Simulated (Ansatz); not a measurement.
Consider the isomerisation: `CC1CCCC1` → `C=CCCCC`.

Gas-phase electronic energies from Ansatz, PBE0-D4/def2-TZVP geometries. CBS: MP2 limit from def2 TZ/QZ plus the TZ coupled-cluster correction, frozen cores. DFT in def2-TZVPP. B3LYP here is the variant with VWN-RPA as its local correlation; programs differ in this. One conformer a species, not always the lowest.

```json
{"level": "r2SCAN-D4", "ΔE (kJ/mol)": "71.9"}
{"level": "PBE0-D4", "ΔE (kJ/mol)": "83.0"}
{"level": "B3LYP-D4", "ΔE (kJ/mol)": "57.4"}
{"level": "MP2/def2-TZVPP", "ΔE (kJ/mol)": "80.3"}
{"level": "SCS-MP2/def2-TZVPP", "ΔE (kJ/mol)": "72.6"}
{"level": "CCSD(T)/def2-TZVPP", "ΔE (kJ/mol)": "70.9"}
{"level": "HF/def2-QZVPP", "ΔE (kJ/mol)": "55.1"}
{"level": "SCS-MP2/def2-QZVPP", "ΔE (kJ/mol)": "71.7"}
```

Question: What does CCSD(T)/CBS give? (Estimate.)

Answer: The calculation gave: +69.4 kJ/mol. The listed levels differ from it by 2.5, 13.6, -12.0, 10.9, 3.2, 1.5, -14.3, 2.3 kJ/mol.

Largest T1 diagnostic among the species: 0.009.

From PBE to PBE0 (25 % exact exchange), in def2-TZVPP and without D4, ΔE moves by +11.7 kJ/mol. In def2-TZVPP, CCSD(T) changes the Hartree–Fock value by +15.3 kJ/mol (the triples alone add −0.8 kJ/mol) and MP2 by +24.8 kJ/mol. The D4 term adds +3.5 kJ/mol with B3LYP and +1.3 kJ/mol with PBE0; it sums over pairs of atoms, weighted by their polarisabilities, and B3LYP, whose exchange is more repulsive, gets the larger term.
